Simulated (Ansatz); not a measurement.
Input for Ansatz (development build ahead of 0.2.0):

```yaml
crystal:
  periodic: [false, false, false]
  atoms:
    - { symbol: O, position_ang: [-0.49728, 0.17175, 0.15293] }
    - { symbol: F, position_ang: [1.24831, -1.8898, -0.30379] }
    - { symbol: F, position_ang: [-1.20806, -0.18796, 2.7742] }
basis:
  gaussian: { orbitals: cc-pVDZ }
magnetization:
  spin_polarized: true
hamiltonian:
  xc: hf
correlation:
  method: ccsd_t
  frozen_orbitals: { F: 1, O: 1 }
```

The input is written out in the form of the current development build from the run's settings.

Output:

```yaml
Converged: yes
Reference_energy: -273.54333 hartree
CCSD_correlation_energy: -0.42097 hartree
Triples_correction: -0.00263 hartree
Total_energy: -273.96693 hartree
T1_diagnostic: 0.007
Largest_doubles_amplitude: 0.05
```
